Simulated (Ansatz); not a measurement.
Frontier orbitals of H$_{4}$OSi$_{2}$, SMILES `[SiH]O[SiH3]`.

Charge 0, multiplicity 1. Geometry: relaxed with PBE0-D4/def2-TZVP. Basis def2-TZVPP, Ansatz 0.2.0.

Orbital energies of one run (eV). Highest occupied ones, from the top: -6.56, -9.31, -9.39, -10.72, -11.55, -11.97, -13.77, -16.49, -28.17, -100.17, -100.17, -100.18, -100.23, -100.30. Empty: -2.23, -0.23, 1.30, 1.55, 1.60, 1.85.

Which functional gave them?
A. r2SCAN
B. HSE06 (plane-wave form)
C. PBE0
D. LC-ωPBE

C. HOMO energies: PBE0 -6.56, HSE06 -6.16, LC-ωPBE -9.15, r2SCAN -5.68 eV.

LC-ωPBE has ω = 0.4 bohr⁻¹.
